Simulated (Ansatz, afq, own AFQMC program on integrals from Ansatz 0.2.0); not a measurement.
Integrals from Ansatz 0.2.0, then the random walk in our own AFQMC program (afq).

```yaml
crystal:
  periodic: [false, false, false]
  atoms:
    - {symbol: Si, position_ang: [0.000000, -0.066010, 1.277710]}
    - {symbol: Al, position_ang: [0.000000, 0.014356, -1.367591]}
    - {symbol: H, position_ang: [0.000000, 1.455013, 1.006599]}
basis:
  gaussian: {orbitals: cc-pVDZ}
total_charge: 1
magnetization: {spin_polarized: true, initial_magnetization: 1}
correlation: {method: ccsd_t, electrons: outside_noble_gas, hamiltonian_folder: ham}
```

```sh
$ ansatz run in.yaml --threads 1 --pin off --events-out ev --progress --plain --max-ram 24576MiB --backend cuda --devices 0, --max-vram 18GiB
```

Options of the walk:

```
--method phaseless --trial cisd --walkers 4000 --populations 20 --least-time 60 --time-step 0.005 --steps-per-block 50 --equilibration-blocks 28 --max-blocks 4000 --target-error 0.00016 --factor-cut 1e-05 --start spin_pure --seed 3722 --release-times 0.24,0.51,0.99,1.62,2.4 --release-step 0.03 --release-every 3 --taylor-order 6
```

Times are imaginary, in 1/Eh. The walk had a cap of 122 s. With eight or more populations the least sampling time is a fifth of least-time, and the error comes from their spread.

```
orbitals 31  electrons 4 3  factors 223 of 411
reference energy -531.11593057 Eh
CCSD correlation -0.13347222 Eh in 14 cycles, weight of the determinant in the CISD state 0.8669
energy of the start -531.248021 Eh
 block  time / (1/Eh)  mean weight  energy / Eh
     1     0.250  1.0000  -531.247196
     2     0.500  1.0001  -531.247577
     3     0.750  0.9999  -531.248294
     4     1.000  0.9999  -531.249181
     5     1.250  1.0000  -531.249968
    10     2.500  0.9999  -531.252260
    15     3.750  1.0000  -531.253120
    20     5.000  0.9998  -531.253621
    23     5.750  0.9999  -531.253376
    25     6.250  0.9999  -531.253670
    30     7.500  1.0001  -531.253412
    35     8.750  1.0002  -531.254055
    38     9.500  1.0002  -531.254444
    40    10.000  0.9999  -531.254153
    45    11.250  1.0000  -531.253991
    50    12.500  1.0002  -531.253982
    55    13.750  0.9998  -531.254200
    60    15.000  0.9998  -531.253810
    65    16.250  1.0000  -531.254002
    70    17.500  0.9999  -531.253898
    75    18.750  0.9999  -531.253888
    78    19.500  1.0000  -531.253592
error from the spread of 20 populations
released: time / (1/Eh)  energy / Eh  error  mean overlap
  0.24  -531.254110  0.000105  0.9988
  0.51  -531.254135  0.000082  0.9992
  0.99  -531.254250  0.000066  0.9956
  1.62  -531.254353  0.000063  0.9942
  2.40  -531.254341  0.000079  0.9962
energy -531.254004 +/- 0.000126 Eh
(rows thinned)
```

Task: Estimate how long the walk took on 1 × NVIDIA H100 80GB HBM3 with 2 threads of AMD EPYC 7R13 Processor (Zen 3), on a shared host (the card was shared).

Result: 25 s of wall time.

The run passed its tests (sampling time, drift between the halves within three errors, error under three times the target), which doesn't prove that it has relaxed.

Against this walk (error 3.4 meV) on the same determinant: CCSD(T) 24.4 meV higher, CCSDT(Q) 10.7 meV lower, CCSDTQ 11.6 meV lower, full CI 11.8 meV lower. The error is statistical and leaves out the bias of the constraint. Released to 2.40 1/Eh the energy lies 9 ± 4 meV (both errors) below the phaseless value, which shows part or all of the bias of the constraint, and full CI lies 2.6 meV below the released value. Full CI is exact here, so the walk's 12 meV above it is the walk's own error: the bias of the constraint with this trial.

Cautions: constraint bias not in the error; the determinant is a saddle point among determinants of its kind; unrestricted determinant slightly spin contaminated (⟨S²⟩ 0.82 against 0.75).

CCSDT and higher add their correlation energy to the determinant of the CCSD(T) run, since their own runs factorise the integrals more tightly (a shift of under 2 meV). A walk keeps the symmetry of its determinant, which the program's search chose and which needn't be the lowest solution, so a lower state of the same spin and another symmetry isn't excluded.
